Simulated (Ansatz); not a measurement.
# HCl₂ (doublet): wave-function methods side by side at distance Cl1–H2 along a hydrogen transfer = 1.883 Å, cc-pVDZ

Aim: climb from Hartree-Fock through coupled cluster and multireference methods for HCl₂ (doublet) at one geometry and basis, and see what each rung misses.

Computed with Ansatz 0.2.0, Gaussian basis. Level: cc-pVDZ, core rule «outside noble gas», up to 10 orbitals frozen.

Plan: UHF; CCSD(T) on ROHF; CCSD(T) on UHF; BCCD(T) on ROHF; CISD; CCSDT(Q) on ROHF; CCSDT(Q) on UHF; CASSCF and MRCISD+Q, 3 electrons in 3 orbitals; CASSCF and NEVPT2, 3 electrons in 3 orbitals; CASSCF and MRCISD+Q, 15 electrons in 9 orbitals; CASSCF and NEVPT2, 15 electrons in 9 orbitals.

9 further runs of the same task are left out: 1 for a mislabelled method, 8 that didn't finish.

## Step 1: The geometry

The geometry derives from fragments relaxed apart (PBE0/def2-TZVP) and kept rigid, so it is no stationary point. A hydrogen atom is moved between rigid fragments.

3 atoms, charge 0, spin multiplicity 2.

Atoms are counted from 1 here; the program's logs count them from 0.

Bond lengths: H2–Cl3 1.451 Å.

## Step 2: UHF

in.yaml reads:

```yaml
crystal:
  periodic: [false, false, false]
  atoms:
    - {symbol: Cl, position_ang: [0.000000, 0.000000, -1.739000]}
    - {symbol: H, position_ang: [0.000000, 0.000000, 0.144000]}
    - {symbol: Cl, position_ang: [0.000000, 0.000000, 1.595000]}
basis:
  gaussian: {orbitals: cc-pVDZ}
magnetization: {spin_polarized: true, initial_magnetization: 1}
hamiltonian: {xc: hf}
output: {orbitals: {seedname: orbitals}}
```

On the command line:

```sh
> ansatz run in.yaml --threads 1 --pin off --events-out ev --progress --plain --max-ram 2393MiB
```

After this run come: CCSD(T) on ROHF; CCSD(T) on UHF; BCCD(T) on ROHF; CISD; CCSDT(Q) on ROHF; CCSDT(Q) on UHF; CASSCF and MRCISD+Q, 3 electrons in 3 orbitals; CASSCF and NEVPT2, 3 electrons in 3 orbitals; CASSCF and MRCISD+Q, 15 electrons in 9 orbitals; CASSCF and NEVPT2, 15 electrons in 9 orbitals.

Before running them: what should the planned runs give, taken together? Wanted: UCCSDT(Q) below the RHF energy; RMP2 from UCCSDT(Q); UMP2 from UCCSDT(Q); RCCSD from UCCSDT(Q); RCCSD(T) from UCCSDT(Q); UCCSD(T) from UCCSDT(Q); RCCSDT(Q) from UCCSDT(Q); NEVPT2 pair from UCCSDT(Q); MRCISD+Q pair from UCCSDT(Q).

As calculated:

```
                         quantity                                                                                    value
   UCCSDT(Q) below the RHF energy                                                                               -8.3056 eV
              RMP2 from UCCSDT(Q)                                                                          +23.10 kcal/mol
              UMP2 from UCCSDT(Q)                                                                          +23.48 kcal/mol
             RCCSD from UCCSDT(Q)                                                                           +3.51 kcal/mol
          RCCSD(T) from UCCSDT(Q)                                                                           +0.64 kcal/mol
          UCCSD(T) from UCCSDT(Q)                                                                           +0.63 kcal/mol
         RCCSDT(Q) from UCCSDT(Q)                                                                           +0.01 kcal/mol
       NEVPT2 pair from UCCSDT(Q)                                                                          +22.79 kcal/mol
     MRCISD+Q pair from UCCSDT(Q)                                                                           +0.69 kcal/mol
    NEVPT2 valence from UCCSDT(Q)                                                                          +39.57 kcal/mol
levels within 1 kcal/mol (43 meV)  RCCSD(T), UCCSD(T), BCCD(T), RCCSDT, UCCSDT, RCCSDT(Q), MRCISD+Q pair, MRCISD+Q valence
                    T1 diagnostic                                                                                    0.011
   effectively unpaired electrons                                                                                     1.01
```

In words: RCCSD(T) misses by +0.64 kcal/mol, 0.3 % of the correlation energy. One determinant dominates. Of the multireference levels listed MRCISD+Q pair comes nearest in total energy (+0.69 kcal/mol), which doesn't show that its space is the better one. These misses are within one basis, not against nature; the frozen cores of restricted and unrestricted runs differ, which can shift their rows.
